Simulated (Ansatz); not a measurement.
Input for Ansatz (development build ahead of 0.2.0):

```yaml
crystal:
  periodic: [false, false, false]
  atoms:
    - { symbol: C, position_ang: [0.0, 0.0, 0.0] }
    - { symbol: P, position_ang: [0.0, 0.0, 1.7182] }
basis:
  gaussian: { orbitals: def2-SVP }
magnetization:
  initial_magnetization: 1
hamiltonian:
  xc: hf
correlation:
  method: mp2
  frozen_orbitals: { C: 1, P: 5 }
```

The input is written out in the form of the current development build from the run's settings. Correlation on restricted open-shell orbitals is semicanonical, with singles.

The run gave:

```json
{
  "Converged": "yes",
  "Reference energy": "-378.28975 hartree",
  "Correlation energy": "-0.20459 hartree",
  "Total energy": "-378.49434 hartree",
  "Spin squared of the determinant": "0.750",
  "Stability test": "minimum among restricted orbitals",
  "Occupied orbitals by symmetry in an Abelian subgroup (alpha; beta)": "7 A1 2 B1 2 B2; 7 A1 1 B1 2 B2"
}
```

Messages of the program:
```
mean field -10293.78838001 eV, -378.2897455850 hartree, gradient 2.4e-6 eV, S^2 0.750000; 7 other ends of a descent, 0 dependent functions left out
with unlike orbitals of the spins -10295.14510012 eV, -378.3396041293 hartree, S^2 2.0514
```

Caution: an unrestricted determinant lies well below; a plain start can end on a higher determinant; another reference gives a lower total.
